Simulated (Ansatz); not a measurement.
# fcc Ba (model structure)

Computed with LDA (PAW; Ansatz, a program for electronic structure).

Settings: plane-wave cutoff 500 eV, 20×20×20 k mesh, Fermi–Dirac smearing 0.1 eV, scalar-relativistic PAW data made under PBE.

Cell (relaxed at this level):

```cif
data_Ba
_chemical_formula_sum 'Ba1'
_space_group_name_H-M_alt 'P 1'
_space_group_IT_number 1
_cell_length_a 4.22944
_cell_length_b 4.22944
_cell_length_c 4.22944
_cell_angle_alpha 60.000
_cell_angle_beta 60.000
_cell_angle_gamma 60.000
loop_
_space_group_symop_operation_xyz
  'x, y, z'
loop_
_atom_site_label
_atom_site_type_symbol
_atom_site_fract_x
_atom_site_fract_y
_atom_site_fract_z
_atom_site_occupancy
Ba1 Ba 0.00000 0.00000 0.00000 1
```

```
Item              Value
--------  -------------
band gap  zero (no gap)
```

Note: the relaxation could raise the start's symmetry but not lower it, so the cell can be a saddle point.

Spin–orbit coupling is not included.

The result took roughly 50 core-seconds.

A model structure was made by putting elements into a prototype or built by hand; it is no filed structure, need not be a known phase, and can be a saddle point held by its symmetry.
